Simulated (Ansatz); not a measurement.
# C₃H₂ClF: one molecule under many settings

How do the results and run time of C₃H₂ClF respond when the settings are drawn wide?

Program: Ansatz 0.2.0, Gaussian basis. Level of theory: the settings change from run to run. These are calculated values, not measurements.

## Step 1: The relaxed structure

The structure was relaxed beforehand with PBE0-D4 in a triple-zeta def2 set.

SMILES `FC1=CC1Cl`, 7 atoms, charge 0, spin multiplicity 1.

Atoms are counted from 1 here; the program's logs count them from 0.

Bond lengths: F1–C2 1.299 Å, C2–C3 1.288 Å, C2–C4 1.439 Å, C3–C4 1.503 Å, C3–H6 1.075 Å, C4–Cl5 1.797 Å, C4–H7 1.086 Å. Angles: F1–C2–C3 149.0°, F1–C2–C4 144.3°, C3–C2–C4 66.6°, C2–C3–C4 61.5°, C2–C3–H6 154.3°, C4–C3–H6 144.1°, C2–C4–C3 51.9°, C2–C4–Cl5 120.4°, C2–C4–H7 124.6°, C3–C4–Cl5 119.9°, C3–C4–H7 122.9°, Cl5–C4–H7 107.9°.

## Step 2: wB97M-V/cc-pVDZ

This run has atoms shaken by 0.15 Å.

File in.yaml:

```yaml
crystal:
  periodic: [false, false, false]
  atoms:
    - {symbol: F, position_ang: [0.150015, -2.074755, -0.195252]}
    - {symbol: C, position_ang: [0.387808, -0.981712, 0.126574]}
    - {symbol: C, position_ang: [-0.014033, 0.388188, 0.646168]}
    - {symbol: C, position_ang: [0.155655, 0.489699, -0.445146]}
    - {symbol: Cl, position_ang: [-1.614926, 0.868207, -1.125814]}
    - {symbol: H, position_ang: [0.453996, 0.188870, 1.973995]}
    - {symbol: H, position_ang: [0.834920, 0.924755, -0.946373]}
basis:
  gaussian: {orbitals: cc-pVDZ}
hamiltonian: {xc: {name: wB97M-V}}
output: {forces: true}
```

Run with:

```bash
$ ansatz run in.yaml --threads 2 --pin off --events-out ev --progress --plain --max-ram 4352MiB
```

The program printed, shortened:

```text
Functional definition: wB97M-V
  name "wB97M-V"
  cite "Mardirossian & Head-Gordon, J. Chem. Phys. 144, 214110 (2016) doi:10.1063/1.4952647"
  cite "Becke, J. Chem. Phys. 107, 8554 (1997) doi:10.1063/1.475007"
  cite "Vydrov & Van Voorhis, J. Chem. Phys. 133, 244103 (2010) doi:10.1063/1.3521275"
  # Of w^i u^j: cxij and so on, Table III.
[...]
  gx(w, u) = 1 - cx + cx01*u + cx10*w
  gss(w, u) = css00 + css04*u^4 + css10*w + css20*w^2 + css43*w^4*u^3
  gos(w, u) = cos00 + cos10*w + (cos20 + cos21*u)*w^2 + (cos60 + cos61*u)*w^6
[...]
      + integral(e_c_pw_mod_opposite_spin*gos(b97_w_opposite, b97_u_opposite)) + vv10(b, c)
806 factors; integrals over basis functions are off by at most 7.4e-4 eV
218 factors; integrals over basis functions are off by at most 5.3e-6 eV
[...]
mean field -18368.09098421 eV, -675.0148933305 hartree, gradient 3.9e-5 eV, S^2 0.000000; 0 other end points of the search recorded, 0 dependent functions left out
[...]
reference -18368.09101371 eV, -675.0148944145 hartree; 23, 23 occupied and 61, 61 virtual orbitals, 806 factors
Total energy: -18368.09101371 eV, -675.0148944145 hartree
Atom 0 at     0.150015    -2.074755    -0.195252 Å, force    -1.634255    -9.958591    -3.524528 eV/Å
Atom 1 at     0.387808    -0.981712     0.126574 Å, force    -1.261777    16.868341     3.763004 eV/Å
Atom 2 at    -0.014033     0.388188     0.646168 Å, force     0.243653   -12.098794    37.077346 eV/Å
Atom 3 at     0.155655     0.489699    -0.445146 Å, force     0.596302    -2.302914   -27.294837 eV/Å
Atom 4 at    -1.614926     0.868207    -1.125814 Å, force    -0.589251     0.645726    -1.203475 eV/Å
Atom 5 at     0.453996     0.188870     1.973995 Å, force    -2.059700     2.798342    -3.814140 eV/Å
Atom 6 at     0.834920     0.924755    -0.946373 Å, force     4.705028     4.047889    -5.003369 eV/Å
Dipole moment:     0.657948    -0.314795     0.362083 e Å
```

Wall time 6.5 s (2 threads of Arm Neoverse V2, shared host).

Largest force 39.002 eV/Å, dipole 3.91 D.

## Step 3: revPBE0/def2-TZVPD

This run has atoms shaken by 0.15 Å, D3(BJ) with three-body dispersion.

File in.yaml:

```yaml
crystal:
  periodic: [false, false, false]
  atoms:
    - {symbol: F, position_ang: [0.492835, -2.066344, -0.489854]}
    - {symbol: C, position_ang: [0.086788, -1.042181, 0.088721]}
    - {symbol: C, position_ang: [0.177182, 0.121054, 0.988798]}
    - {symbol: C, position_ang: [-0.000549, 0.223618, -0.699329]}
    - {symbol: Cl, position_ang: [-1.483939, 0.954351, -1.123566]}
    - {symbol: H, position_ang: [-0.009913, 0.578052, 1.957828]}
    - {symbol: H, position_ang: [0.542113, 1.192231, -1.073292]}
basis:
  gaussian: {orbitals: def2-TZVPD}
hamiltonian: {xc: {name: revPBE0}, dispersion: d3bjatm}
```

Same command.

The program printed, shortened:

```text
Functional definition: revPBE0
  name "revPBE0"
  cite "Zhang & Yang, Phys. Rev. Lett. 80, 890 (1998) doi:10.1103/PhysRevLett.80.890"
  cite "Adamo & Barone, J. Chem. Phys. 110, 6158 (1999) doi:10.1063/1.478522"
  cite "Perdew, Burke & Ernzerhof, Phys. Rev. Lett. 77, 3865 (1996) doi:10.1103/PhysRevLett.77.3865"
[...]
1129 factors; their error is unknown
[...]
mean field -18375.25076918 eV, -675.2780105750 hartree, gradient 2.4e-5 eV, S^2 0.000000; 0 other end points of the search recorded, 0 dependent functions left out
reference -18375.25082626 eV, -675.2780126728 hartree; 23, 23 occupied and 192, 192 virtual orbitals, 1129 factors
Total energy: -18375.56632115 eV, -675.2896068960 hartree
```

Run time: 3 s. Hardware: 2 threads of Arm Neoverse V2, shared host.

## Step 4: BHLYP/6-31G

Set apart from the defaults: unrestricted orbitals, atoms shaken by 0.03 Å, D4 dispersion.

File in.yaml:

```yaml
crystal:
  periodic: [false, false, false]
  atoms:
    - {symbol: F, position_ang: [0.425921, -2.046420, -0.306101]}
    - {symbol: C, position_ang: [0.263623, -0.869422, 0.010673]}
    - {symbol: C, position_ang: [0.222424, 0.017454, 0.971894]}
    - {symbol: C, position_ang: [-0.019267, 0.513218, -0.438714]}
    - {symbol: Cl, position_ang: [-1.655206, 0.909814, -1.175941]}
    - {symbol: H, position_ang: [0.129515, 0.355579, 2.009787]}
    - {symbol: H, position_ang: [0.769941, 1.033038, -0.984617]}
basis:
  gaussian: {orbitals: 6-31G}
magnetization: {spin_polarized: true, initial_magnetization: 0}
hamiltonian: {xc: {name: BHLYP}, dispersion: d4}
```

Launched as before.

The program printed:

```text
Functional definition: BHLYP
  name "BHLYP"
  cite "Becke, J. Chem. Phys. 98, 1372 (1993) doi:10.1063/1.464304"
  cite "Becke, Phys. Rev. A 38, 3098 (1988) doi:10.1103/PhysRevA.38.3098"
  cite "Lee, Yang & Parr, Phys. Rev. B 37, 785 (1988) doi:10.1103/PhysRevB.37.785"
  parameter a = 0.5
  exchange = (1 - a)*b88_x + a*exact_x
  correlation = lyp_c
660 factors; integrals over basis functions are off by at most 2.2e-4 eV
mean field evaluation 1: about -18372.1834 eV, gradient 1.7e1 eV
mean field evaluation 2: about -18372.4569 eV, gradient 1.5e1 eV
mean field evaluation 4: about -18373.5790 eV, gradient 1.0e0 eV
mean field evaluation 8: about -18373.5821 eV, gradient 1.2e-2 eV
mean field -18373.58210225 eV, -675.2166881966 hartree, gradient 8.0e-5 eV, S^2 0.000000; 0 other end points of the search recorded, 0 dependent functions left out
reference -18373.58222478 eV, -675.2166926994 hartree; 23, 23 occupied and 30, 30 virtual orbitals, 660 factors
Total energy: -18373.74745910 eV, -675.2227649485 hartree
```

Run time: 1 s. Hardware: 2 threads of Arm Neoverse V2, shared host.

⟨S²⟩ 0.000.

## Step 5: B97M-V/pcseg-2

Set apart from the defaults: the search for lower states set to full.

File in.yaml:

```yaml
crystal:
  periodic: [false, false, false]
  atoms:
    - {symbol: F, position_ang: [0.415953, -2.094463, -0.334423]}
    - {symbol: C, position_ang: [0.254769, -0.851449, 0.006887]}
    - {symbol: C, position_ang: [0.154652, 0.033261, 0.937234]}
    - {symbol: C, position_ang: [0.000685, 0.474118, -0.491641]}
    - {symbol: Cl, position_ang: [-1.623553, 0.912028, -1.122889]}
    - {symbol: H, position_ang: [0.123879, 0.365720, 1.959336]}
    - {symbol: H, position_ang: [0.734815, 1.092786, -1.000205]}
basis:
  gaussian: {orbitals: pcseg-2}
hamiltonian: {xc: {name: B97M-V}}
scf: {lower_state_search: full}
```

Same command.

The program printed, shortened:

```text
Functional definition: B97M-V
  name "B97M-V"
  cite "Mardirossian & Head-Gordon, J. Chem. Phys. 142, 074111 (2015) doi:10.1063/1.4907719"
  cite "Becke, J. Chem. Phys. 107, 8554 (1997) doi:10.1063/1.475007"
  cite "Vydrov & Van Voorhis, J. Chem. Phys. 133, 244103 (2010) doi:10.1063/1.3521275"
  # Of w^i u^j: cxij and so on, Table III.
[...]
  gx(w, u) = cx00 + cx01*u + cx02*u^2 + (cx10 + cx11*u)*w
  gss(w, u) = css00 + css02*u^2 + css10*w + (css32*w^3 + css42*w^4)*u^2
  gos(w, u) = cos00 + cos01*u + cos03*u^3 + cos10*w + cos32*w^3*u^2
[...]
      + integral(e_c_pw_mod_opposite_spin*gos(b97_w_opposite, b97_u_opposite)) + vv10(b, c)
1009 factors; their error is unknown
[...]
mean field -18378.57649366 eV, -675.4002286956 hartree, gradient 3.5e-5 eV, S^2 0.000000; 0 other end points of the search recorded, 0 dependent functions left out
reference -18378.57654899 eV, -675.4002307289 hartree; 23, 23 occupied and 159, 159 virtual orbitals, 1009 factors
Total energy: -18378.57654899 eV, -675.4002307289 hartree
```

It took 8 s on 2 threads of Arm Neoverse V2, shared host.

## Step 6: LC-wPBE/def2-TZVPP

Options: atoms shaken by 0.15 Å.

File in.yaml:

```yaml
crystal:
  periodic: [false, false, false]
  atoms:
    - {symbol: F, position_ang: [0.343456, -2.438984, -0.265475]}
    - {symbol: C, position_ang: [0.058608, -0.977374, -0.026595]}
    - {symbol: C, position_ang: [0.404280, -0.049994, 1.034635]}
    - {symbol: C, position_ang: [-0.084785, 0.421930, -0.434053]}
    - {symbol: Cl, position_ang: [-1.320964, 0.698006, -1.218812]}
    - {symbol: H, position_ang: [0.125161, 0.484540, 1.811510]}
    - {symbol: H, position_ang: [0.555438, 1.127442, -1.074003]}
basis:
  gaussian: {orbitals: def2-TZVPP}
hamiltonian: {xc: {name: LC-wPBE}}
```

Same command.

The program printed, shortened:

```text
Functional definition: LC-wPBE
  name "LC-wPBE"
  cite "Vydrov & Scuseria, J. Chem. Phys. 125, 234109 (2006) doi:10.1063/1.2409292"
  cite "Heyd & Scuseria, J. Chem. Phys. 120, 7274 (2004) doi:10.1063/1.1668634"
  cite "Ernzerhof & Perdew, J. Chem. Phys. 109, 3313 (1998) doi:10.1063/1.476928"
  cite "Perdew, Burke & Ernzerhof, Phys. Rev. Lett. 77, 3865 (1996) doi:10.1103/PhysRevLett.77.3865"
  parent pbe
[...]
1108 factors; their error is unknown
281 factors; integrals over basis functions are off by at most 2.1e-5 eV
[...]
mean field -18371.09928038 eV, -675.1254461757 hartree, gradient 2.2e-5 eV, S^2 0.000000; 0 other end points of the search recorded, 0 dependent functions left out
reference -18371.09928039 eV, -675.1254461759 hartree; 23, 23 occupied and 171, 171 virtual orbitals, 1108 factors
Total energy: -18371.09928039 eV, -675.1254461759 hartree
```

Run time: 2.2 s. Hardware: 2 threads of Arm Neoverse V2, shared host.

## Step 7: PBEsol/def2-TZVPP

Set apart from the defaults: charge -1, multiplicity 2, D3(BJ) with three-body dispersion.

File in.yaml:

```yaml
crystal:
  periodic: [false, false, false]
  atoms:
    - {symbol: F, position_ang: [0.415953, -2.094463, -0.334423]}
    - {symbol: C, position_ang: [0.254769, -0.851449, 0.006887]}
    - {symbol: C, position_ang: [0.154652, 0.033261, 0.937234]}
    - {symbol: C, position_ang: [0.000685, 0.474118, -0.491641]}
    - {symbol: Cl, position_ang: [-1.623553, 0.912028, -1.122889]}
    - {symbol: H, position_ang: [0.123879, 0.365720, 1.959336]}
    - {symbol: H, position_ang: [0.734815, 1.092786, -1.000205]}
basis:
  gaussian: {orbitals: def2-TZVPP}
total_charge: -1
magnetization: {spin_polarized: true, initial_magnetization: 1}
hamiltonian: {xc: {name: PBEsol}, dispersion: d3bjatm}
```

Launched as before.

The program printed:

```text
Functional definition: PBEsol
  name "PBEsol"
  cite "Perdew et al., Phys. Rev. Lett. 100, 136406 (2008) doi:10.1103/PhysRevLett.100.136406"
  cite "Perdew, Burke & Ernzerhof, Phys. Rev. Lett. 77, 3865 (1996) doi:10.1103/PhysRevLett.77.3865"
  parent pbesol
  exchange = pbesol_x
  correlation = pbesol_c
1108 factors; their error is unknown
mean field evaluation 1: about -18318.2704 eV, gradient 5.2e1 eV
mean field evaluation 2: about -18274.8407 eV, gradient 1.0e2 eV
mean field evaluation 4: about -18327.4584 eV, gradient 1.8e1 eV
mean field evaluation 8: about -18329.7739 eV, gradient 2.9e-1 eV
mean field evaluation 16: about -18329.7479 eV, gradient 2.5e-3 eV
mean field evaluation 32: about -18327.5923 eV, gradient 1.0e1 eV
mean field -18329.74785784 eV, -673.6058094263 hartree, gradient 3.8e-5 eV, S^2 0.751853; 6 other end points of the search recorded, 0 dependent functions left out
reference -18329.74789096 eV, -673.6058106433 hartree; 24, 23 occupied and 170, 171 virtual orbitals, 1108 factors
Total energy: -18329.80037639 eV, -673.6077394474 hartree
```

Run time: 7 s. Hardware: 2 threads of Arm Neoverse V2, shared host.

⟨S²⟩ 0.752.

## Step 8: BHLYP/def2-TZVP

Set apart from the defaults: charge +1, multiplicity 2, density fitting with cc-pVTZ-jkfit, D3(BJ) with three-body dispersion, the search for lower states set to light.

Edit in.yaml of step 7 so:

```diff
@@ -11,5 +11,7 @@
 basis:
-  gaussian: {orbitals: def2-TZVPP}
-total_charge: -1
+  gaussian: {orbitals: def2-TZVP, fitting: {mean_field: cc-pVTZ-jkfit}}
+total_charge: 1
 magnetization: {spin_polarized: true, initial_magnetization: 1}
-hamiltonian: {xc: {name: PBEsol}, dispersion: d3bjatm}
+hamiltonian: {xc: {name: BHLYP}, dispersion: d3bjatm}
+scf: {lower_state_search: light}
+output: {forces: true}
```

Same command.

The program printed, shortened:

```text
Functional definition: BHLYP
  name "BHLYP"
  cite "Becke, J. Chem. Phys. 98, 1372 (1993) doi:10.1063/1.464304"
  cite "Becke, Phys. Rev. A 38, 3098 (1988) doi:10.1103/PhysRevA.38.3098"
  cite "Lee, Yang & Parr, Phys. Rev. B 37, 785 (1988) doi:10.1103/PhysRevB.37.785"
[...]
497 factors; integrals over basis functions are off by at most 8.3e-1 eV
[...]
mean field -18369.38777337 eV, -675.0625494532 hartree, gradient 1.8e-5 eV, S^2 0.758604; 4 other end points of the search recorded, 0 dependent functions left out
[...]
reference -18369.38792615 eV, -675.0625550678 hartree; 23, 22 occupied and 150, 151 virtual orbitals, 497 factors
Total energy: -18369.58466323 eV, -675.0697850221 hartree
Atom 0 at     0.415953    -2.094463    -0.334423 Å, force    -0.327283     2.804623     1.083682 eV/Å
Atom 1 at     0.254769    -0.851449     0.006887 Å, force     0.388586    -4.605010    -4.502384 eV/Å
Atom 2 at     0.154652     0.033261     0.937234 Å, force    -0.534766     3.111166     2.239097 eV/Å
Atom 3 at     0.000685     0.474118    -0.491641 Å, force    -0.157674    -0.705994     0.541900 eV/Å
Atom 4 at    -1.623553     0.912028    -1.122889 Å, force     0.404757    -0.317452     0.450084 eV/Å
Atom 5 at     0.123879     0.365720     1.959336 Å, force     0.011146    -0.150919     0.027773 eV/Å
Atom 6 at     0.734815     1.092786    -1.000205 Å, force     0.215233    -0.136414     0.159848 eV/Å
Dipole moment:     0.587232     0.142187     0.664117 e Å
```

Wall time 9 s (2 threads of Arm Neoverse V2, shared host).

Largest force 6.452 eV/Å, ⟨S²⟩ 0.759.

## Step 9: B2PLYP/x2c-TZVPPall

This run has atoms shaken by 0.15 Å.

File in.yaml:

```yaml
crystal:
  periodic: [false, false, false]
  atoms:
    - {symbol: F, position_ang: [0.517900, -2.270818, -0.365380]}
    - {symbol: C, position_ang: [0.325336, -0.778993, -0.002215]}
    - {symbol: C, position_ang: [0.257324, 0.183493, 0.839641]}
    - {symbol: C, position_ang: [0.126118, 0.495790, -0.571438]}
    - {symbol: Cl, position_ang: [-1.562791, 0.824305, -0.871807]}
    - {symbol: H, position_ang: [0.110584, 0.636048, 1.927034]}
    - {symbol: H, position_ang: [0.645287, 1.024788, -1.146868]}
basis:
  gaussian: {orbitals: x2c-TZVPPall}
hamiltonian: {xc: {name: B2PLYP}}
```

Launched as before.

The program printed, shortened:

```text
Functional definition: B2PLYP
  name "B2PLYP"
  cite "Grimme, J. Chem. Phys. 124, 034108 (2006) doi:10.1063/1.2148954"
  cite "Becke, Phys. Rev. A 38, 3098 (1988) doi:10.1103/PhysRevA.38.3098"
  cite "Lee, Yang & Parr, Phys. Rev. B 37, 785 (1988) doi:10.1103/PhysRevB.37.785"
[...]
1200 factors; integrals over basis functions are off by at most 9.7e-4 eV
[...]
mean field -18407.23024434 eV, -676.4532346107 hartree, gradient 7.7e-6 eV, S^2 0.000000; 0 other end points of the search recorded, 0 dependent functions left out
9 core orbitals not correlated: weight in the atoms' cores, before any rotation towards them, 1.000 or more for the frozen orbitals, at most 0.000 for the correlated occupied ones
reference -18407.23038480 eV, -676.4532397724 hartree; 14, 14 occupied and 171, 171 virtual orbitals, 1200 factors
second order -30.49575265 eV of doubles, -0.00000000 eV of singles
Total energy: -18415.46423801 eV, -676.7558282970 hartree
Relativity: scalar
```

It took 4.5 s on 2 threads of Arm Neoverse V2, shared host.

## Step 10: wPBEh/aug-cc-pVDZ

File in.yaml:

```yaml
crystal:
  periodic: [false, false, false]
  atoms:
    - {symbol: F, position_ang: [0.415953, -2.094463, -0.334423]}
    - {symbol: C, position_ang: [0.254769, -0.851449, 0.006887]}
    - {symbol: C, position_ang: [0.154652, 0.033261, 0.937234]}
    - {symbol: C, position_ang: [0.000685, 0.474118, -0.491641]}
    - {symbol: Cl, position_ang: [-1.623553, 0.912028, -1.122889]}
    - {symbol: H, position_ang: [0.123879, 0.365720, 1.959336]}
    - {symbol: H, position_ang: [0.734815, 1.092786, -1.000205]}
basis:
  gaussian: {orbitals: aug-cc-pVDZ}
hamiltonian: {xc: {name: wPBEh}}
output: {forces: true}
```

Launched as before.

The program printed, shortened:

```text
Functional definition: wPBEh
  name "wPBEh"
  cite "Heyd, Scuseria & Ernzerhof, J. Chem. Phys. 118, 8207 (2003) doi:10.1063/1.1564060"
  cite "Krukau, Vydrov, Izmaylov & Scuseria, J. Chem. Phys. 125, 224106 (2006) doi:10.1063/1.2404663"
  cite "Heyd & Scuseria, J. Chem. Phys. 120, 7274 (2004) doi:10.1063/1.1668634"
  cite "Ernzerhof & Perdew, J. Chem. Phys. 109, 3313 (1998) doi:10.1063/1.476928"
  cite "Perdew, Burke & Ernzerhof, Phys. Rev. Lett. 77, 3865 (1996) doi:10.1103/PhysRevLett.77.3865"
  parent pbe
[...]
1361 factors; integrals over basis functions are off by at most 4.1e-4 eV
200 factors; integrals over basis functions are off by at most 4.7e-7 eV
[...]
mean field -18371.66291598 eV, -675.1461594017 hartree, gradient 3.1e-5 eV, S^2 0.000000; 0 other end points of the search recorded, 0 dependent functions left out
[...]
reference -18371.66299087 eV, -675.1461621539 hartree; 23, 23 occupied and 114, 114 virtual orbitals, 1361 factors
Total energy: -18371.66299087 eV, -675.1461621539 hartree
Atom 0 at     0.415953    -2.094463    -0.334423 Å, force     0.069045    -0.499368    -0.141671 eV/Å
Atom 1 at     0.254769    -0.851449     0.006887 Å, force     0.029866    -0.253755    -0.276869 eV/Å
Atom 2 at     0.154652     0.033261     0.937234 Å, force    -0.042433     0.367893     0.465575 eV/Å
Atom 3 at     0.000685     0.474118    -0.491641 Å, force     0.085211     0.072019    -0.053703 eV/Å
Atom 4 at    -1.623553     0.912028    -1.122889 Å, force    -0.289755     0.084889    -0.112417 eV/Å
Atom 5 at     0.123879     0.365720     1.959336 Å, force    -0.003857     0.074060     0.247511 eV/Å
Atom 6 at     0.734815     1.092786    -1.000205 Å, force     0.151922     0.154263    -0.128425 eV/Å
Dipole moment:     0.369496     0.036724     0.339559 e Å
```

It took 3.5 s on 2 threads of Arm Neoverse V2, shared host.

Largest force 0.595 eV/Å, dipole 2.42 D.

## Step 11: The runs in one table

```csv
level,charge,multiplicity,geometry,functions,energy (eV),time
wB97M-V/cc-pVDZ,0,1,shaken,84,-18368.091,6.5 s
revPBE0/def2-TZVPD,0,1,shaken,215,-18375.566,3 s
BHLYP/6-31G,0,1,shaken,53,-18373.747,1 s
B97M-V/pcseg-2,0,1,relaxed,182,-18378.577,8 s
LC-wPBE/def2-TZVPP,0,1,shaken,194,-18371.099,2.2 s
PBEsol/def2-TZVPP,-1,2,relaxed,194,-18329.800,7 s
BHLYP/def2-TZVP,1,2,relaxed,173,-18369.585,9 s
B2PLYP/x2c-TZVPPall,0,1,shaken,194,-18415.464,4.5 s
wPBEh/aug-cc-pVDZ,0,1,relaxed,137,-18371.663,3.5 s
```

## Step 12: Results

```
                                         quantity                 value
                                             runs                     9
                                         quickest      BHLYP/6-31G, 1 s
                                          slowest  BHLYP/def2-TZVP, 9 s
spread of total energies, same state and geometry                6.9 eV
```

In words: BHLYP/def2-TZVP took 9 times as long as BHLYP/6-31G. The jobs differ in tasks and options as well as level. The totals spread over 7 eV; they can't be compared across methods or bases. At the PBE0-D4/def2-TZVP geometry and in the same state, runs without warnings or point charges leave forces up to 0.59 eV/Å (wPBEh/aug-cc-pVDZ), against 39.0 eV/Å where the atoms were moved.
